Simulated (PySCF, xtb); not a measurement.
chloroform cation (CHCl3), SMILES ClC(Cl)Cl (connectivity only; charge and spin as stated), charge +1, multiplicity 2.

Harmonic wavenumbers (cm⁻¹) from GFN2-xTB run with xtb 6.7.1 at its own minimum, in rising order: 225, 226, 348, 555, 619, 619, 931, 932, 2648.

What does PBE0-D3(BJ)/def2-SVP (PySCF 2.14.0) give at its own minimum? (An estimate is asked for; the answer gives what the named calculation found.)

273, 273, 423, 581, 732, 732, 916, 916, 2619. Paired by order, the mean absolute difference is 54 cm⁻¹ and the zero-point energies are 10.2 and 10.7 kcal/mol.
